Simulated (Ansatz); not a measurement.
## Setting up CH7BSi (SMILES CB[SiH3]) in Ansatz

The species is CH7BSi (10 atoms), meant as a singlet with charge 0. As SMILES, `CB[SiH3]`. Geometry: relaxed at PBE0-D4/def2-TZVP.

```xyz
10

C    -1.0879    0.9750   -0.5769
B     0.1120    0.0003   -0.6899
Si    1.0141   -0.8831    0.8848
H    -1.9584    0.3075   -0.7162
H    -1.1579    1.7122   -1.3800
H    -1.2286    1.4541    0.3934
H     0.5168   -0.2882   -1.7837
H     1.1542   -2.3541    0.6855
H     0.3249   -0.6542    2.1867
H     2.3937   -0.3208    0.9993
```

Settings wanted:

| Setting | Value |
| --- | --- |
| basis set | 6-311+G** |
| core potential | none |
| task | energy |
| method | DFT |
| functional | wB97X |
| dispersion | none |
| reference | RKS |
| relativity | none |
| accuracy | high |
| start density | atoms |
| d and f functions | spherical |

**Question.** Give an Ansatz 0.2.0 job that does this.

**Answer.** This one ran through:

job.yaml:
```yaml
crystal:
  periodic: [false, false, false]
  atoms:
    - {symbol: C, position_ang: [-1.087900, 0.975000, -0.576900]}
    - {symbol: B, position_ang: [0.112000, 0.000300, -0.689900]}
    - {symbol: Si, position_ang: [1.014100, -0.883100, 0.884800]}
    - {symbol: H, position_ang: [-1.958400, 0.307500, -0.716200]}
    - {symbol: H, position_ang: [-1.157900, 1.712200, -1.380000]}
    - {symbol: H, position_ang: [-1.228600, 1.454100, 0.393400]}
    - {symbol: H, position_ang: [0.516800, -0.288200, -1.783700]}
    - {symbol: H, position_ang: [1.154200, -2.354100, 0.685500]}
    - {symbol: H, position_ang: [0.324900, -0.654200, 2.186700]}
    - {symbol: H, position_ang: [2.393700, -0.320800, 0.999300]}
basis:
  gaussian: {orbitals: 6-311+G_st__st_-spherical.json}
output: {orbitals: {seedname: orbitals}}
hamiltonian: {xc: {name: wB97X}}
accuracy: high
```

```bash
$ ansatz run job.yaml --threads 1 --pin off --max-ram 3480MiB --events-out events.jsonl --progress --plain --runs-dir runs
```

(Basis files named in the input come from the Basis Set Exchange and aren't shown.)

Calculated total energy: -356.62874 Eh.
